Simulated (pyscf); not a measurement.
## Four-centre exchange: `[SiH3][Si]([SiH3])[SiH3]` [doublet] + `[CH4]` → `[CH3][SiH2][Si]([SiH3])[SiH3]` [doublet] + `[H][H]`

Gas phase, doublet surface, charge 0. Bonds broken: Si2–H5, C14–H15. Bonds formed: Si2–C14, H5–H15. PySCF, gas phase, ωB97X-D3(BJ)/def2-SVP geometries.

Transition state (Å):

```xyz
18

Si    -0.8857     0.9945    -0.2405
Si     1.4989     0.7689    -0.2827
Si    -2.1047    -0.6698    -1.3051
Si    -1.8423     1.4496     1.8252
H      3.1176     0.2392    -0.0556
H      1.8931     2.0186     0.4314
H      1.7214     0.5662    -1.7441
H     -1.5342    -0.9538    -2.6572
H     -3.5417    -0.2945    -1.4609
H     -2.0472    -1.9449    -0.5181
H     -3.2842     1.8177     1.7016
H     -1.7515     0.2489     2.7190
H     -1.1187     2.5672     2.5045
C      1.2603    -1.0583     0.9461
H      2.3518    -0.4456     0.4578
H      0.5932    -1.6242     0.2810
H      0.7066    -0.6253     1.7909
H      2.0115    -1.7630     1.3557
```

One imaginary mode, 1689i cm⁻¹; descent along it reached the two sides named.

```json
[
 {"bond": "Si2–H5", "change": "breaks", "reactant side (Å)": "1.495", "saddle": "1.718", "product side": "3.3"},
 {"bond": "C14–H15", "change": "breaks", "reactant side (Å)": "1.099", "saddle": "1.344", "product side": "3.7"},
 {"bond": "Si2–C14", "change": "forms", "reactant side (Å)": "4.3", "saddle": "2.215", "product side": "1.887"},
 {"bond": "H5–H15", "change": "forms", "reactant side (Å)": "2.8", "saddle": "1.148", "product side": "0.760"}
]
```

Electronic energies relative to the separated reactants (kcal/mol):

```
level                   barrier  reaction energy  reverse barrier
----------------------  -------  ---------------  ---------------
ωB97X-D3(BJ)/def2-TZVP     80.1             +5.7             74.3
PBE/def2-TZVP              72.9             +7.4             65.5
r²SCAN/def2-TZVP           75.8             +6.6             69.1
B3LYP-D3(BJ)/def2-TZVP     79.1             +7.0             72.1
PBE0-D3(BJ)/def2-TZVP      74.6             +6.5             68.1
M06-2X/def2-TZVP           80.5             +5.7             74.7
ωB97M-D3(BJ)/def2-TZVP     79.5             +6.8             72.7
HF/def2-TZVP              105.1            +12.5             92.6
```

With ωB97M-D3(BJ)/def2-TZVP energies and thermal terms (ideal gas, 1 atm, RRHO with modes under 100 cm⁻¹ raised to 100, one conformer, R ln 2 for chiral ones without a mode under 150 cm⁻¹), in kcal/mol:

| T (K) | ΔH‡ | ΔG‡ | ΔH | ΔG |
|---|---|---|---|---|
| 298 | 77.4 | 87.6 | +4.1 | +5.5 |
| 600 | 77.9 | 97.7 | +5.5 | +6.3 |
| 900 | 78.8 | 107.4 | +6.6 | +6.4 |
| 1200 | 79.7 | 116.8 | +7.4 | +6.3 |

At the saddle there is also a short H–Si contact that neither side keeps. One saddle was located; it need not be the lowest between these sides.
